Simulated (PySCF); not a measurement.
NMR data sheet: 1-phenylethanol

- Formula: C8H10O
- SMILES: C[C@@H](O)c1ccccc1
- Point group of the computed structure: C1
- Degrees of unsaturation: 4
- Carbon signals: 6
- Proton signals: 6

Mapped SMILES: `[CH3:1][C@@H:2]([OH:3])[c:4]1[cH:5][cH:6][cH:7][cH:8][cH:9]1`. Each H is labelled by its parent atom.

PySCF 2.14 calculation with geometry from PBE0-D3(BJ)/def2-SVP and σ from GIAO-PBE0/pcSseg-1; isolated molecule, relativity neglected, single conformer, fast rotation and ring inversion assumed for equivalent nuclei.

Chemical shifts δ = σref − σ; $^{1}$H (σ = 31.27 ppm) and $^{13}$C (σ = 184.41 ppm) against TMS; $^{17}$O (σ = 334.56 ppm) against H2O, all at this level.

| carbon | δC, type | δH (multiplicity) | HMBC from (2–3 bonds) | span of the C tensor (ppm) |
| --- | --- | --- | --- | --- |
| C1 | 24.6, CH3 | 1.50 (d) | H(C2) | 37 |
| C2 | 69.2, CH | 4.70 (q) | H(C5)/H(C9), H(C1) | 56 |
| C4 | 152.3, C | – | H(C5)/H(C9), H(C6)/H(C8), H(C2), H(C1) | 222 |
| C5/C9 | 130.0, CH | 7.66 (d) | H(C5)/H(C9), H(C6)/H(C8), H(C7), H(C2) | 229 |
| C6/C8 | 133.9, CH | 7.48 (m) | H(C5)/H(C9), H(C6)/H(C8), H(C7) | 235 |
| C7 | 132.4, CH | 7.37 (m) | H(C5)/H(C9), H(C6)/H(C8) | 234 |

Other nuclei:
```tsv
atoms	nucleus	environment	δ (ppm)	σ (ppm)
H(O3)	$^{1}$H	hydrogen on an alcohol oxygen	-0.17	31.44
O3	$^{17}$O	alcohol oxygen	69.9	264.7
```

Carbon types of the structure: 1 × C, 6 × CH, 1 × CH3, leaving 1 H on heteroatoms. δC 152.3: substituted aromatic carbon. δC 133.9, 132.4, 130.0: aromatic CH; the aromatic region. δC 69.2: sp3 CH bonded to O, on an aromatic ring; pulled downfield by the heteroatom. δC 24.6: methyl carbon; aliphatic region, no heteroatom directly attached. δH 4.70: hydrogen on an sp3 CH bonded to O, on an aromatic ring; its carbon carries O, an electronegative neighbour.

The OH or NH signal is concentration- and solvent-dependent in practice; the value given is the gas-phase one. Shifts are as computed. Against solution values, carbons near 30 ppm lie about +2 ppm off and those near 130 ppm about +5 ppm. Of 1211 compounds with measured shifts, 218 miss one by over three times the rms of a fit or turn the order of signals round; such compounds aren't used in these exercises. Experimental scales use liquid or dissolved standards, which lie at an offset from isolated H2O (liquid H2O: subtract about 36 ppm). No couplings were computed; multiplicities are counted from neighbouring protons, with m where these are inequivalent, close in shift, in a saturated or five-membered ring or joined by F or P, and br s for small geminal =CH2 splittings.
